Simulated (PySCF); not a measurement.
# Magnetic susceptibility: SMILES [SiH+], [HSi]+, charge +1

Molfile (atoms numbered from 1):
```
HSi
     RDKit          3D

  2  1  0  0  0  0  0  0  0  0999 V2000
    0.7586   -0.0015   -0.0018 Si  0  0  0  0  0  1  0  0  0  0  0  0
   -0.7673    0.0062   -0.0110 H   0  0  0  0  0  0  0  0  0  0  0  0
  1  2  1  0
M  CHG  1   1   1
M  RAD  1   1   3
M  END
```

Computed, not measured: GIAO B3LYP/aug-pcSseg-2 magnetisability, rotational g tensor and spin-rotation constants, non-relativistic, gas phase in PySCF 2.14.0. Geometry: PBE0-D3(BJ)/def2-SVP.

For an ion the centre-of-mass motion in the field is neglected.

(1) How diamagnetic is it, and how anisotropic?

(2) Split it along the inertial axes a, b, c into diamagnetic and paramagnetic parts about the centre of mass, with the quadrupole moment.

(3) And the rotational g tensor?

Answers

(1) Isotropic 109 × 10⁻³⁰ J/T², or 6.6 × 10⁻⁶ cm³/mol; principal values -248, 288, 288 × 10⁻³⁰ J/T², anisotropy 535 × 10⁻³⁰ J/T² (root of half the summed squared differences of the principal values). The susceptibility is in cgs units.

(2) 
| axis | χ (10⁻⁶ cm³/mol) | diamagnetic (10⁻⁶ cm³/mol) | paramagnetic (10⁻⁶ cm³/mol) | summed x² of all electrons (Å²) | quadrupole Θ (D Å) |
| --- | --- | --- | --- | --- | --- |
| a | -14.9 | -14.9 | 0.0 | 4.6 | -3.06 |
| b | 17.3 | -27.0 | 44.3 | 1.8 | +1.53 |
| c | 17.3 | -27.0 | 44.3 | 1.8 | +1.53 |

Anisotropies 2χaa − χbb − χcc = -64.5 and 2χbb − χaa − χcc = +32.2 × 10⁻⁶ cm³/mol. Θ is traceless in Buckingham's convention.

(3) 
| axis | rotational constant (GHz) | g | nuclear part | electronic part |
| --- | --- | --- | --- | --- |
| b | 223.1008 | -3.6622 | 0.9822 | -4.6444 |
| c | 223.1008 | -3.6622 | 0.9822 | -4.6444 |

Linear; isotopes 1H, 28Si; no vibrational averaging.
